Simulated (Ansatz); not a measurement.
The input, for Ansatz 0.2.0:

```yaml
crystal:
  periodic: [false, false, false]
  atoms:
    - {symbol: B, position_ang: [0.000000, -0.015192, 1.474708]}
    - {symbol: Al, position_ang: [0.000000, -0.015192, -0.765743]}
    - {symbol: H, position_ang: [0.000000, 1.589802, 2.539353]}
    - {symbol: H, position_ang: [0.000000, -1.020172, 2.141344]}
basis:
  gaussian: {orbitals: 6-31G}
magnetization: {spin_polarized: false}
correlation: {method: ccsd_t, electrons: all}
```

```sh
$ ansatz run in.yaml --threads 1 --pin off --events-out ev --progress --plain --max-ram 1536MiB
```

Log:

```
328 factors; integrals over basis functions are off by at most 2.6e-4 eV
mean field evaluation 1: about -7279.8457 eV, gradient 9.8e0 eV
mean field evaluation 2: about -7279.8446 eV, gradient 9.8e0 eV
mean field evaluation 4: about -7280.7313 eV, gradient 1.0e0 eV
mean field evaluation 8: about -7280.7442 eV, gradient 1.4e-3 eV
mean field evaluation 16: about -7280.7442 eV, gradient 1.4e-6 eV
mean field evaluation 32: about -7276.5288 eV, gradient 7.7e0 eV
mean field -7280.74423803 eV, -267.5624156818 hartree, gradient 1.4e-6 eV, S^2 0.000000; 0 other end points of the search recorded, 0 dependent functions left out; unrestricted orbitals would lower it
reference -7280.74423803 eV, -267.5624156818 hartree; 10, 10 occupied and 16, 16 virtual orbitals, 328 factors
second order -2.38001001 eV of doubles, -0.00000000 eV of singles
cycle   1  -2.96274519 eV  change   -5.8e-1 eV  update   9.1e-2
cycle   2  -3.36212209 eV  change   -4.0e-1 eV  update   4.4e-2
cycle   3  -3.37972395 eV  change   -1.8e-2 eV  update   1.0e-2
cycle   4  -3.38261574 eV  change   -2.9e-3 eV  update   4.3e-3
cycle   5  -3.38418995 eV  change   -1.6e-3 eV  update   2.5e-3
cycle   6  -3.38375093 eV  change    4.4e-4 eV  update   1.2e-3
cycle   7  -3.38415184 eV  change   -4.0e-4 eV  update   4.9e-4
cycle   8  -3.38428792 eV  change   -1.4e-4 eV  update   1.8e-4
cycle   9  -3.38418625 eV  change    1.0e-4 eV  update   8.3e-5
cycle  10  -3.38418525 eV  change    1.0e-6 eV  update   4.4e-5
cycle  11  -3.38418054 eV  change    4.7e-6 eV  update   2.1e-5
perturbative correction -0.08270827 eV, -0.0030394730 hartree
Total energy: -7284.21112684 eV, -267.6898214958 hartree
```

Ran on 1 thread of Intel Xeon, shared host: 0.68 s wall, 0.1 GiB peak host memory.
